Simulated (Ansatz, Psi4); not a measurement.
Molecule: C₃H₇N (charge 0, singlet). SMILES: C1(CC1)N
Coordinates optimised at B3LYP-D3(BJ)/def2-TZVP (Ansatz, a first-principles code):
```
C
H 1 1.0888
N 1 1.4402 2 118.06
H 3 1.0133 1 111.20 2 -60.10
H 3 1.0133 4 107.85 1 -122.16
C 1 1.5007 2 115.87 3 146.09
H 6 1.0812 1 116.46 2 -146.10
H 6 1.0815 7 115.26 1 -145.27
C 1 1.5007 2 115.87 3 -146.09
H 9 1.0812 1 116.46 2 146.10
H 9 1.0815 10 115.26 1 145.27
```
Charge 0, spin multiplicity 1.

HF/3-21G beside other levels, property by property. Terms: UHF or UKS for open shells; spin-orbit terms left out; non-relativistic; frozen cores in correlated levels; 6-31G* and kin with 6d, 5d where marked; no dispersion term unless named; atomisation electronic, to ground-state atoms. CBS(X,Y): correlation extrapolated as X^-3; Hartree-Fock from the larger set. [CCSD(T)-MP2]/basis is that difference in the basis named. First-principles rows: single points at B3LYP-D3(BJ) geometries (Ansatz), with unscaled harmonic terms from B3LYP/6-31G* (Ansatz) at its own minima, enthalpies of formation by atomisation with measured atoms.

Measured values: CRC Handbook, as tabulated in the package chemicals; they hold spin-orbit and core effects, anharmonicity and other conformers. Coupled cluster (Ansatz) is a level with limits of its own, used here on species with T1 under 0.025 (0.045 for open shells) and stable references: (a) RI-MP2/CBS(aug-cc-pVTZ,aug-cc-pVQZ)+[CCSD(T)-MP2]/aug-cc-pVTZ; (b) RI-MP2/CBS(cc-pVTZ,cc-pVQZ)+[CCSD(T)-MP2]/cc-pVTZ.

```tsv
property	HF/3-21G (Ansatz)	B3LYP/6-31G* (Ansatz)	wB97X-D/6-31G* (Psi4)	PBE/def2-TZVPD (Ansatz)	to compare with
atomisation energy (kcal/mol)	686.0	1013.3	1019.1	1044.1	1020.7 coupled cluster (a)
proton affinity at N (heteroatom site), enthalpy at 298 K, to [NH3+]C1CC1 (kcal/mol)	227.7	219.1	221.0	213.9	215.0 coupled cluster (b)
enthalpy of formation at 298 K (kcal/mol)	354.6	27.3	21.5	-3.5	18.4 measured
C-N bond dissociation enthalpy at 298 K, to [CH]1CC1 + [NH2] (NH2) (kcal/mol)	65.5	90.3	96.6	93.0	96.3 coupled cluster (b)
```

As the rows show:
- atomisation energy: HF/3-21G lies 334.7 kcal/mol below coupled cluster.
- proton affinity at N (heteroatom site), enthalpy at 298 K, to [NH3+]C1CC1: HF/3-21G lies 12.7 kcal/mol above coupled cluster.
- enthalpy of formation at 298 K: HF/3-21G lies 336.2 kcal/mol above the measured value.
- C-N bond dissociation enthalpy at 298 K, to [CH]1CC1 + [NH2] (NH2): HF/3-21G lies 30.8 kcal/mol below coupled cluster.

The properties are those with a value to compare with, at most eight drawn at random. No case is left out for the size of its miss. Left out are saddle points of the reference geometry, anions that the best level run finds unbound, excited spin states, species near biochemistry, 298 K rows of species without real B3LYP wavenumbers, cases with under five habitual levels, runs that failed or that the program found above a lower state of the same kind, table entries that another table contradicts, and a share of species set aside by lot.
